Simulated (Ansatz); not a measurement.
Born–Oppenheimer molecular dynamics of C$_{2}$H$_{3}$O$_{2}$ (7 atoms, charge 1, multiplicity 1). It starts from a relaxed structure.

The calculation used RKS r2SCAN-D4/6-31G (Ansatz).

```yaml
ensemble: NVE (velocity Verlet)
time_step: 1 fs
steps_asked: 500
starting_velocities_drawn_for: 700 K
seed: 860692
```

First frame:

```xyz
7
Properties=species:S:1:pos:R:3
O -1.898 -0.461 -1.081
C -0.772 -0.159 -0.517
C 0.105 0.389 0.140
O 1.226 0.307 0.949
H -1.879 -0.689 -2.038
H 1.760 1.119 1.092
H 1.458 -0.506 1.456
```

(1) How far do the bonds stretch over the last three quarters of this one trajectory? (Pairs bonded in most of those frames.)

Answers

(1) 
```tsv
bond	mean (Å)	spread (Å)	shortest	longest
O1–C2	1.300	0.018	1.26	1.34
O1–H5	0.989	0.027	0.94	1.03
C2–C3	1.225	0.021	1.17	1.28
C3–O4	1.391	0.025	1.32	1.45
O4–H6	0.985	0.011	0.96	1.01
O4–H7	0.986	0.011	0.96	1.01
```

Mean temperature of the second half: 350 K. The conserved energy stayed within 1.1 meV per atom of its start (net change 0.6 meV per atom), so the integration is sound. The temperature averaged 0.50 of the 700 K drawn at the start: a run that starts near a minimum puts about half its kinetic energy into the potential. A run of 0.5 ps of so small a system gives no equilibrium averages. Limits of this set-up: no polarisation functions, the dipole of an ion depends on the origin.

Run time: 9.7 min on 1 thread of Arm Neoverse V2 (shared host), peak memory 0.082 GiB.
